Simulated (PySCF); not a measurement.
Method: ωB97X-D3(BJ)/def2-TZVP // PBE0-D3(BJ)/def2-SVP in PySCF. Isolated molecules, 0 K electronic values unless said otherwise. Delta-SCF ions had no search for a lower state. 

Reference species (SMILES): `N` (neutral, multiplicity 1).

* **dipole moment**: 1.80 D
* **vertical ionisation energy (Delta-SCF)**: 11.07 eV

Changed species: `CSC` (free base S(CH3)2; the reference has free base NH3).

Q: What does the change do to the dipole moment and vertical ionisation energy (Delta-SCF)?

A: the dipole moment drops by 0.21 D, to 1.59 D; the vertical ionisation energy (Delta-SCF) decreases by 2.33 eV, to 8.74 eV.
